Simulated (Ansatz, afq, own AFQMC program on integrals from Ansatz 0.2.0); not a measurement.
**Atomization energy of AlC, quartet**

```xyz
2

Al    0.0000    0.0000    0.0000
C     0.0000    0.0000    1.9668
```

Atoms in their ground-state spins without spin–orbit coupling (mostly on UHF) minus the molecule (UHF), without zero-point energy. The geometry is a stationary point, not shown to be a minimum.

Basis cc-pVDZ. Only valence electrons are correlated. Ansatz 0.2.0 and our own AFQMC program on the same integrals; the CISD trial comes from CCSD amplitudes, and released means the phaseless constraint is let go. Free projection: walkers drawn from exp(T), propagated without any constraint. Its projection time is finite, and what remains of the start isn't in its error. Error bars are statistical, one sigma. The errors of all members are added in quadrature.

Full CI on the same integrals is exact in this basis and with this determinant's frozen core.

The best estimate is CCSD(T) at the basis-set limit (CBS: def2-TZVPP and def2-QZVPP, with their diffuse functions for anions and beside diffuse sets, CCSD(T) itself extrapolated) plus the step from CCSD(T) to full CI in cc-pVDZ. Rows without CBS are in cc-pVDZ; B2PLYP and the wave-function rows carry a basis error of their own. Core correlation and relativity beyond core potentials are missing, and ± holds the sampling alone.

Cautions: AlC (quartet): lower spins were not checked, raised T1 diagnostic (T1 0.044, weight of the determinant 0.87, largest double 0.09).

Best estimate: 332.3 kJ/mol.

```
         level  atomization energy (kJ/mol)  error against the best estimate (kJ/mol)
            HF                        237.2                                     -95.1
           MP2                        294.7                                     -37.6
          CCSD                        281.1                                     -51.2
       CCSD(T)                        288.6                                     -43.7
 ph-AFQMC/CISD                  292.8 ± 1.0                               -39.5 ± 1.0
released AFQMC                  293.2 ± 0.9                               -39.1 ± 0.9
    free AFQMC                  290.7 ± 1.0                               -41.6 ± 1.0
           FCI                        291.6                                     -40.7
        HF/CBS                        254.0                                     -78.3
       MP2/CBS                        331.7                                      -0.6
   CCSD(T)/CBS                        329.3                                      -3.0
```

Correlation beyond CCSD(T) adds 3.0 kJ/mol. Going to the basis-set limit adds 40.7 kJ/mol at CCSD(T). The perturbative (T) step is worth +7.5 kJ/mol.

Best estimates are given only where the step beyond CCSD(T) is under 0.3 eV and no member's determinant is very poor (T1 over 0.05, or 0.07 for open shells, ⟨S²⟩ too high by 0.3, two states mixed), so the hardest cases are missing from such tables.

Free projections are given only where their last times agree within the noise and don't stop above the reference; a slow remainder of the start can still hide under it. Each member of a difference takes its own highest rung, so a best estimate needn't equal the limit plus the step of one row. A walk keeps the symmetry of its determinant, which the program's search chose and which needn't be the lowest solution, so a lower state of the same spin and another symmetry isn't excluded. Released energies are given only where the last usable release times agree within the noise; a slower fall can still hide under it.
